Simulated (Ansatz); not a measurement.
The input, for Ansatz 0.2.0:

```yaml
crystal:
  periodic: [false, false, false]
  atoms:
    - {symbol: In, position_ang: [0.000000, 0.000000, 0.000000]}
    - {symbol: H, position_ang: [0.000000, 0.000000, 4.885000]}
basis:
  gaussian: {orbitals: def2-TZVPP}
magnetization: {spin_polarized: true, initial_magnetization: 0}
correlation: {method: ccsdt_q, electrons: outside_noble_gas}
```

```sh
$ ansatz run in.yaml --threads 1 --pin off --events-out ev --progress --plain --max-ram 2393MiB
```

Log:

```
893 factors; integrals over basis functions are off by at most 1.7e-7 eV
mean field evaluation 1: about -5158.6203 eV, gradient 7.2e0 eV
mean field evaluation 2: about -5158.6204 eV, gradient 7.2e0 eV
mean field evaluation 4: about -5159.9003 eV, gradient 1.6e0 eV
mean field evaluation 8: about -5159.9610 eV, gradient 1.5e-1 eV
mean field evaluation 16: about -5160.3115 eV, gradient 2.2e0 eV
mean field evaluation 32: about -5159.9629 eV, gradient 3.4e-1 eV
mean field evaluation 64: about -5162.1056 eV, gradient 3.0e0 eV
mean field evaluation 96: about -5162.2762 eV, gradient 7.9e-3 eV
mean field evaluation 128: about -5162.2676 eV, gradient 1.0e-1 eV
mean field evaluation 160: about -5162.2741 eV, gradient 2.1e-3 eV
...
mean field -5162.27411626 eV, -189.7100746573 hartree, gradient 9.9e-7 eV, S^2 1.005556; 12 other end points of the search recorded, 0 dependent functions left out
determinant -5162.27411626 eV, -189.7100746573 hartree, with singles and doubles -5163.44578908 eV, -189.7531328394 hartree
determinant -5162.26771530 eV, -189.7098394264 hartree, with singles and doubles -5163.43464754 eV, -189.7527233954 hartree
determinant -5159.48094714 eV, -189.6074275857 hartree, with singles and doubles -5162.06597673 eV, -189.7024256709 hartree
determinant -5162.27411626 eV, -189.7100746573 hartree, with singles and doubles -5163.40970356 eV, -189.7518067210 hartree
determinant -5162.26771530 eV, -189.7098394264 hartree, with singles and doubles -5163.39616762 eV, -189.7513092844 hartree
determinant -5159.96117798 eV, -189.6250757433 hartree, with singles and doubles -5162.75210533 eV, -189.7276404317 hartree
9 core orbitals not correlated: weight in the atoms' cores, before any rotation towards them, 1.000 or more for the frozen orbitals, at most 0.000 for the correlated occupied ones
reference -5162.27411626 eV, -189.7100746573 hartree; 2, 2 occupied and 53, 53 virtual orbitals, 893 factors
second order -0.81861268 eV of doubles, -0.00000000 eV of singles
...
cycle  22  -1.17085058 eV  change   -1.9e-6 eV  update   1.0e-5
cycle  23  -1.17084458 eV  change    6.0e-6 eV  update   9.7e-6
cycle  24  -1.17084404 eV  change    5.4e-7 eV  update   4.2e-6
cycle  25  -1.17084420 eV  change   -1.5e-7 eV  update   1.8e-6
cycle  26  -1.17084417 eV  change    2.7e-8 eV  update   7.6e-7
cycle  27  -1.17084408 eV  change    9.4e-8 eV  update   4.6e-7
cycle  28  -1.17084378 eV  change    2.9e-7 eV  update   6.3e-7
cycle  29  -1.17084350 eV  change    2.8e-7 eV  update   1.7e-7
cycle  30  -1.17084333 eV  change    1.7e-7 eV  update   2.4e-7
cycle  31  -1.17084319 eV  change    1.4e-7 eV  update   6.4e-8
perturbative correction -0.00211933 eV, -0.0000778838 hartree
Total energy: -5163.44707877 eV, -189.7531802346 hartree
```

The determinant's ⟨S²⟩ is 1.01 against 0.00 for a pure state. The T1 diagnostic is 0.028.

Ran on 1 thread of Intel Xeon 6975P-C, shared host: 30 s wall, 0.34 GiB peak host memory.
